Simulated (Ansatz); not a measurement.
`C[C@@H]1O[C@H]1F` → `CC1(F)CO1`  (isomerisation)

Computed with Ansatz on PBE0-D4/def2-TZVP structures; ΔE is electronic, products minus reactants. CBS: MP2 limit from def2 TZ/QZ plus the TZ coupled-cluster correction, frozen cores. DFT in def2-TZVPP.

Is it downhill or uphill in electronic energy at CCSD(T)/CBS, and by how much? (Best estimate.)

Ansatz gave: Downhill: ΔE = -7.8 kJ/mol.

What do these levels give: LDA (SPW92), PBE-D4, revPBE-D4, BHLYP-D4, PBE-QIDH, PBE, HF/def2-SVP, MP2/def2-SVP, HF/def2-TZVPP, CCSD/def2-TZVPP, CCSD(T)/def2-TZVPP, MP2/def2-QZVPP? (Estimate.)

The calculation gave: LDA (SPW92) -7.0, PBE-D4 -5.6, revPBE-D4 -5.8, BHLYP-D4 -7.8, PBE-QIDH -7.1, PBE -5.1, HF/def2-SVP -7.7, MP2/def2-SVP -7.8, HF/def2-TZVPP -7.8, CCSD/def2-TZVPP -7.5, CCSD(T)/def2-TZVPP -7.5, MP2/def2-QZVPP -7.5 kJ/mol.

What do rigid-rotor, harmonic-oscillator terms from PBE0-D4/def2-TZVP frequencies (298.15 K, 1 bar) make of the CCSD(T)/CBS value? (Best estimate.)

Computed: ΔZPE = -0.8 kJ/mol, ΔH = -8.9 kJ/mol, ΔS = -3 J/(mol·K), ΔG = -8.0 kJ/mol.

Largest T1 diagnostic among the species: 0.012.

Leaving LDA and LC-ωPBE aside and taking each functional with its dispersion term where it has one, the values, not all of them listed here, spread over 2.9 kJ/mol, from ωB97M-V to PBE-D4.
